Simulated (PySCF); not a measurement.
System: diamond-structure Si. Method: MP2 (PySCF, GTH pseudopotentials, Gaussian basis).

Computed at the level's own relaxed cell.

### Question
Estimate the bulk modulus, lattice parameter a and volume per atom that the calculation returns.

### Answer

- bulk modulus: 104 GPa ± 3
- lattice parameter a: 5.375 Å ± 0.02
- volume per atom: 19.41 Å³/atom

Measured, for comparison: bulk modulus 101 GPa (0 K value with zero-point phonon effects removed; as tabulated in Sun et al. (2011), doi:10.1103/physrevb.84.035117); lattice constant a 5.421 Å, equilibrium volume per atom 19.91 Å³/atom (static lattice: zero-point anharmonic expansion removed; as tabulated in Mejia-Rodriguez and Trickey (2018), arXiv:1807.09216). Computed (rounded) less measured: bulk modulus +3 %, lattice constant a -0.8 %, equilibrium volume per atom -2.5 %.

A ± is a rough bar: the spread of an extrapolation, a floor set from checks against published values, or a statistical error.
